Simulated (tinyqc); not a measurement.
UHF in the sto-3g basis, for CH2, spin multiplicity 3, step by step. One step of it, computed by the program tinyqc.

Problem. Iteration 2: diagonalisation and new density. Diagonalise F' = X^T F X, C = X C', fill 5 alpha and 3 beta electrons from the bottom; D(s) = C_occ C_occ^T; the new density keeps 0.7 of the old one (damping). Each column has its largest component positive (the first on a tie).

F(alpha) (hartree):
```
             1C 1s      1C 2s     1C 2px     1C 2py     1C 2pz      2H 1s      3H 1s
1C 1s   -10.253233  -2.823619   0.000000   0.000000   0.004682  -0.578075  -0.578075
1C 2s    -2.823619  -1.291759   0.000000   0.000000  -0.038654  -0.522894  -0.522894
1C 2px    0.000000   0.000000  -0.034826   0.000000   0.000000   0.000000   0.000000
1C 2py    0.000000   0.000000   0.000000  -0.044164   0.000000  -0.231736   0.231736
1C 2pz    0.004682  -0.038654   0.000000   0.000000  -0.054551  -0.182107  -0.182107
2H 1s    -0.578075  -0.522894   0.000000  -0.231736  -0.182107  -0.223572  -0.163907
3H 1s    -0.578075  -0.522894   0.000000   0.231736  -0.182107  -0.163907  -0.223572
```

F(beta) (hartree):
```
             1C 1s      1C 2s    1C 2px     1C 2py     1C 2pz      2H 1s      3H 1s
1C 1s   -10.203807  -2.770089  0.000000   0.000000  -0.003642  -0.565852  -0.565852
1C 2s    -2.770089  -0.904438  0.000000   0.000000  -0.343362  -0.460495  -0.460495
1C 2px    0.000000   0.000000  0.701256   0.000000   0.000000   0.000000   0.000000
1C 2py    0.000000   0.000000  0.000000   0.063389   0.000000  -0.218018   0.218018
1C 2pz   -0.003642  -0.343362  0.000000   0.000000   0.510112  -0.184016  -0.184016
2H 1s    -0.565852  -0.460495  0.000000  -0.218018  -0.184016  -0.204469  -0.146706
3H 1s    -0.565852  -0.460495  0.000000   0.218018  -0.184016  -0.146706  -0.204469
```

X:
```
            1C 1s      1C 2s    1C 2px     1C 2py     1C 2pz      2H 1s      3H 1s
1C 1s    1.026806  -0.150518  0.000000   0.000000  -0.011965   0.024905   0.024905
1C 2s   -0.150518   1.231149  0.000000   0.000000   0.116736  -0.292967  -0.292967
1C 2px   0.000000   0.000000  1.000000   0.000000   0.000000   0.000000   0.000000
1C 2py   0.000000   0.000000  0.000000   1.131999   0.000000  -0.240062   0.240062
1C 2pz  -0.011965   0.116736  0.000000   0.000000   1.065865  -0.165907  -0.165907
2H 1s    0.024905  -0.292967  0.000000  -0.240062  -0.165907   1.200470  -0.022953
3H 1s    0.024905  -0.292967  0.000000   0.240062  -0.165907  -0.022953   1.200470
```

D(alpha) after iteration 1:
```
            1C 1s      1C 2s    1C 2px     1C 2py     1C 2pz      2H 1s      3H 1s
1C 1s    1.067676  -0.282274  0.000000   0.000000   0.001764   0.019876   0.019876
1C 2s   -0.282274   1.188785  0.000000   0.000000   0.007811  -0.109529  -0.109529
1C 2px   0.000000   0.000000  1.000000   0.000000   0.000000   0.000000   0.000000
1C 2py   0.000000   0.000000  0.000000   0.915152   0.000000  -0.034378   0.034378
1C 2pz   0.001764   0.007811  0.000000   0.000000   0.945522  -0.013519  -0.013519
2H 1s    0.019876  -0.109529  0.000000  -0.034378  -0.013519   0.138052  -0.015550
3H 1s    0.019876  -0.109529  0.000000   0.034378  -0.013519  -0.015550   0.138052
```

D(beta) after iteration 1:
```
            1C 1s      1C 2s    1C 2px     1C 2py     1C 2pz      2H 1s      3H 1s
1C 1s    1.048377  -0.201781  0.000000   0.000000  -0.104252   0.009587   0.009587
1C 2s   -0.201781   0.853912  0.000000   0.000000   0.446932  -0.068840  -0.068840
1C 2px   0.000000   0.000000  0.000000   0.000000   0.000000   0.000000   0.000000
1C 2py   0.000000   0.000000  0.000000   0.895706   0.000000  -0.036626   0.036626
1C 2pz  -0.104252   0.446932  0.000000   0.000000   0.234431  -0.040598  -0.040598
2H 1s    0.009587  -0.068840  0.000000  -0.036626  -0.040598   0.143891  -0.035796
3H 1s    0.009587  -0.068840  0.000000   0.036626  -0.040598  -0.035796   0.143891
```

overlap S:
```
           1C 1s     1C 2s    1C 2px     1C 2py    1C 2pz     2H 1s      3H 1s
1C 1s   1.000000  0.248362  0.000000   0.000000  0.000000  0.049564   0.049564
1C 2s   0.248362  1.000000  0.000000   0.000000  0.000000  0.435861   0.435861
1C 2px  0.000000  0.000000  1.000000   0.000000  0.000000  0.000000   0.000000
1C 2py  0.000000  0.000000  0.000000   1.000000  0.000000  0.350768  -0.350768
1C 2pz  0.000000  0.000000  0.000000   0.000000  1.000000  0.251899   0.251899
2H 1s   0.049564  0.435861  0.000000   0.350768  0.251899  1.000000   0.133585
3H 1s   0.049564  0.435861  0.000000  -0.350768  0.251899  0.133585   1.000000
```

Give: F' = X^T F X; orbital energies; coefficients C; F' = X^T F X; orbital energies; coefficients C; D(alpha) after iteration 2; D(beta) after iteration 2.

Solution.

F' = X^T F X (alpha) (hartree):
```
          1        2        3        4        5        6        7
1  -10.0186  -1.5302   0.0000   0.0000  -0.0218  -0.0678  -0.0678
2   -1.5302  -0.5449   0.0000   0.0000   0.1279  -0.3423  -0.3423
3    0.0000   0.0000  -0.0348   0.0000   0.0000   0.0000   0.0000
4    0.0000   0.0000   0.0000   0.1884   0.0000  -0.3181   0.3181
5   -0.0218   0.1279   0.0000   0.0000   0.0605  -0.2209  -0.2209
6   -0.0678  -0.3423   0.0000  -0.3181  -0.2209   0.1370  -0.0409
7   -0.0678  -0.3423   0.0000   0.3181  -0.2209  -0.0409   0.1370
```

orbital energies (alpha) (hartree): MO1 -10.2624, MO2 -0.6145, MO3 -0.2668, MO4 -0.1362, MO5 -0.0348, MO6 0.6062, MO7 0.6331

coefficients C (alpha):
```
            MO1      MO2      MO3      MO4     MO5      MO6      MO7
1C 1s    0.9911  -0.2413   0.0000   0.1140  0.0000  -0.1579   0.0000
1C 2s    0.0371   0.7795   0.0000  -0.5281  0.0000   0.9142   0.0000
1C 2px   0.0000   0.0000   0.0000   0.0000  1.0000   0.0000   0.0000
1C 2py   0.0000   0.0000   0.5543   0.0000  0.0000   0.0000   1.0438
1C 2pz   0.0033   0.0775   0.0000   0.7689  0.0000   0.7795   0.0000
2H 1s   -0.0076   0.2226   0.4465   0.2831  0.0000  -0.8231  -0.7788
3H 1s   -0.0076   0.2226  -0.4465   0.2831  0.0000  -0.8231   0.7788
```

F' = X^T F X (beta) (hartree):
```
         1        2       3        4        5        6        7
1  -9.9747  -1.5314  0.0000   0.0000   0.0092  -0.0680  -0.0680
2  -1.5314  -0.1376  0.0000   0.0000  -0.1748  -0.3308  -0.3308
3   0.0000   0.0000  0.7013   0.0000   0.0000   0.0000   0.0000
4   0.0000   0.0000  0.0000   0.3116   0.0000  -0.3273   0.3273
5   0.0092  -0.1748  0.0000   0.0000   0.6301  -0.2281  -0.2281
6  -0.0680  -0.3308  0.0000  -0.3273  -0.2281   0.1386  -0.0384
7  -0.0680  -0.3308  0.0000   0.3273  -0.2281  -0.0384   0.1386
```

orbital energies (beta) (hartree): MO1 -10.2103, MO2 -0.4626, MO3 -0.2235, MO4 0.5052, MO5 0.7013, MO6 0.7120, MO7 0.7858

coefficients C (beta):
```
            MO1      MO2      MO3      MO4     MO5      MO6      MO7
1C 1s    0.9927  -0.1893   0.0000  -0.2344  0.0000   0.0000  -0.0465
1C 2s    0.0308   0.5574   0.0000   1.1190  0.0000   0.0000   0.3998
1C 2px   0.0000   0.0000   0.0000   0.0000  1.0000   0.0000   0.0000
1C 2py   0.0000   0.0000   0.4839   0.0000  0.0000   1.0782   0.0000
1C 2pz   0.0042   0.2424   0.0000  -0.1704  0.0000   0.0000   1.0569
2H 1s   -0.0065   0.3342   0.4972  -0.6172  0.0000  -0.7476  -0.5609
3H 1s   -0.0065   0.3342  -0.4972  -0.6172  0.0000   0.7476  -0.5609
```

D(alpha) after iteration 2:
```
          1C 1s    1C 2s  1C 2px   1C 2py   1C 2pz    2H 1s    3H 1s
1C 1s    1.0634  -0.2611  0.0000   0.0000   0.0229   0.0052   0.0052
1C 2s   -0.2611   1.0985  0.0000   0.0000  -0.0982  -0.0696  -0.0696
1C 2px   0.0000   0.0000  1.0000   0.0000   0.0000   0.0000   0.0000
1C 2py   0.0000   0.0000  0.0000   0.7328   0.0000   0.0502  -0.0502
1C 2pz   0.0229  -0.0982  0.0000   0.0000   0.8410   0.0610   0.0610
2H 1s    0.0052  -0.0696  0.0000   0.0502   0.0610   0.1954  -0.0318
3H 1s    0.0052  -0.0696  0.0000  -0.0502   0.0610  -0.0318   0.1954
```

D(beta) after iteration 2:
```
          1C 1s    1C 2s  1C 2px   1C 2py   1C 2pz    2H 1s    3H 1s
1C 1s    1.0402  -0.1637  0.0000   0.0000  -0.0855  -0.0142  -0.0142
1C 2s   -0.1637   0.6912  0.0000   0.0000   0.3534   0.0076   0.0076
1C 2px   0.0000   0.0000  0.0000   0.0000   0.0000   0.0000   0.0000
1C 2py   0.0000   0.0000  0.0000   0.6972   0.0000   0.0465  -0.0465
1C 2pz  -0.0855   0.3534  0.0000   0.0000   0.1817  -0.0041  -0.0041
2H 1s   -0.0142   0.0076  0.0000   0.0465  -0.0041   0.2084  -0.0657
3H 1s   -0.0142   0.0076  0.0000  -0.0465  -0.0041  -0.0657   0.2084
```
